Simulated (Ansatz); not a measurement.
# Ligand exchange: C3H6F2O + SiH3(CH3) → C3H7FO + SiH2(CH3)F

Species: C3H6F2O `FCCOCF`, singlet; SiH3(CH3), singlet; C3H7FO (2-fluoroethyl methyl ether) `COCCF`, singlet; SiH2(CH3)F, singlet. The partners trade F for H: C–F and Si–H bonds give way to C–H and Si–F.

Shapes, held fixed at every level: PBE0-D4/def2-TZVP. Flexible molecules stand in one conformer, not always the lowest. Programs: Ansatz 0.2.0. The zero-point and thermal change to 298 K, harmonic and unscaled (PBE0-D4/def2-TZVP), is +5.5 kJ/mol.

```json
{"level": "HF/def2-SVP", "kind": "Hartree–Fock", "ΔH(298 K) (kJ/mol)": "-149.4", "less CCSD(T)/CBS estimate": "+27.8"}
{"level": "PBE-D4/def2-TZVPP", "kind": "GGA", "ΔH(298 K) (kJ/mol)": "-158.2", "less CCSD(T)/CBS estimate": "+19.0"}
{"level": "B3LYP-D4/def2-TZVPP", "kind": "global hybrid", "ΔH(298 K) (kJ/mol)": "-169.7", "less CCSD(T)/CBS estimate": "+7.5"}
{"level": "wB97X-V/def2-TZVPP", "kind": "range-separated hybrid", "ΔH(298 K) (kJ/mol)": "-165.7", "less CCSD(T)/CBS estimate": "+11.5"}
{"level": "MP2/def2-SVP", "kind": "perturbation theory", "ΔH(298 K) (kJ/mol)": "-158.1", "less CCSD(T)/CBS estimate": "+19.1"}
{"level": "CCSD(T)/def2-SVP", "kind": "coupled cluster or CI", "ΔH(298 K) (kJ/mol)": "-148.5", "less CCSD(T)/CBS estimate": "+28.7"}
{"level": "CCSD/def2-TZVPP", "kind": "coupled cluster or CI", "ΔH(298 K) (kJ/mol)": "-172.9", "less CCSD(T)/CBS estimate": "+4.3"}
{"level": "CCSD(T)/CBS estimate", "kind": "coupled cluster or CI", "ΔH(298 K) (kJ/mol)": "-177.2", "less CCSD(T)/CBS estimate": "0.0"}
```

The highest level, CCSD(T)/CBS estimate, gives ΔH(298 K) = -177.2 kJ/mol; the levels span -177.2 to -148.5. The column of differences is taken from that level and isn't an error. No measured value is set beside it here. The CBS estimate extrapolates MP2 from def2-TZVPP and def2-QZVPP and adds CCSD(T) − MP2 in the triple-zeta set, cores frozen. CCSD(T)/CBS estimate lies outside the range of all other levels here, so it shouldn't be taken on trust.
